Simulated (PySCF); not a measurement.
# Ionisation energy of Li by level of theory

Li [He] 2s1 (2S) → Li⁺ 1s2 (1S), as a difference of total energies. Computed with PySCF 2.14 in jorge-DZP-DKH (4s2p1d, 15 functions), with scalar relativity by spin-free X2C-1e. The calculations carry no spin-orbit coupling.

| method | ionisation energy (eV) |
| --- | --- |
| UHF | 5.333 |
| MN15 | 5.063 |
| PBE0 | 5.565 |

Question: Which method comes closest to the reference value, and which is furthest?

Answer: The reference is 5.392 eV (measured; NIST Atomic Spectra Database, ionization energies). Closest: UHF (error -0.059 eV); furthest: MN15 (error -0.329 eV).
